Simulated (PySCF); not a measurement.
## Shifts of the heteroatoms

Geometry (Å), atoms numbered from 1 in this order:
```xyz
10

C    -1.7859    0.1901   -0.3417
C    -0.5973    0.1891    0.2688
N     0.5985   -0.2035   -0.3166
C     1.7933   -0.2062    0.3514
O     1.9431    0.1283    1.4996
H    -1.9078   -0.1295   -1.3808
H    -2.6755    0.5174    0.1966
H    -0.4665    0.5060    1.3067
H     0.5925   -0.5119   -1.2817
H     2.6303   -0.5564   -0.2979
```

Theory: σ from GIAO-PBE0/pcSseg-1, geometry: PBE0-D3(BJ)/def2-SVP, J couplings at B3LYP/pcJ-1 (spin–dipole term only in couplings to heteroatoms), in PySCF 2.14.0 with density-fitted response routines (isolated molecule, one computed conformer, non-relativistic).

(1) Predict the 15N NMR data.

(2) Predict the 17O NMR data.

Results:

(1) 
```csv
atoms,environment,σ (ppm),δ (ppm)
N3,amide-type nitrogen,95.9,-238.3
```

Shieldings were converted by a linear fit to measured shifts: 15N: δ = -150.45 − 0.916σ (rms 7.2 ppm, 79 shifts vs CH3NO2, solution or neat liquid). A few per cent of atoms miss by over 2 rms, more outside the fitted compound classes. Couplings are scaled by factors fitted to measured values: 2J(H,H) × 0.91 (rms 0.6 Hz), 3J(H,H) × 0.91 (rms 0.4 Hz, 0.5 with 2 outliers); all others are unscaled and can be 10–30 % off.

Couplings (the largest are listed; each averaged over equivalent pairs): 1J(N3,H9) = -93.5 Hz, 1J(C2,N3) = -16.1 Hz, 1J(N3,C4) = -14.4 Hz, 2J(N3,H10) = -19.5 Hz, 2J(N3,H8) = -3.9 Hz, 2J(N3,O5) = -1.5 Hz, 2J(C1,N3) = -1.2 Hz, 3J(N3,H7) = -7.2 Hz, 3J(N3,H6) = -3.6 Hz. Signs are for 15N, whose magnetogyric ratio is negative.

On a 600 MHz spectrometer 15N resonates near 60.8 MHz, so 1 ppm is 60.8 Hz.

(2) 
```csv
atoms,environment,σ (ppm),δ (ppm)
O5,amide-type carbonyl oxygen,-111.3,363.4
```

Shieldings were converted by a linear fit to measured shifts: 17O (scatter 13.4 ppm rms, 14.2 ppm with the 1 outlier that the fit left out vs liquid water, solution or neat liquid). Occasional misses reach two or three times the rms, and more in compound classes unlike the fitted ones. Couplings are scaled by factors fitted to measured values: 2J(H,H) × 0.91 (rms 0.6 Hz), 3J(H,H) × 0.91 (rms 0.4 Hz, 0.5 with 2 outliers); all others are unscaled and can be 10–30 % off.

Couplings (the largest are listed; each averaged over equivalent pairs; quadrupolar broadening usually hides them): 1J(C4,O5) = 29.1 Hz, 2J(O5,H10) = -6.9 Hz, 2J(N3,O5) = -1.5 Hz, 3J(C2,O5) = -1.4 Hz.

On a 400 MHz spectrometer 17O resonates near 54.2 MHz, so 1 ppm is 54.2 Hz.

Hydrogen bonding in solution shields acid and N–H amide carbonyl oxygens by tens of ppm.
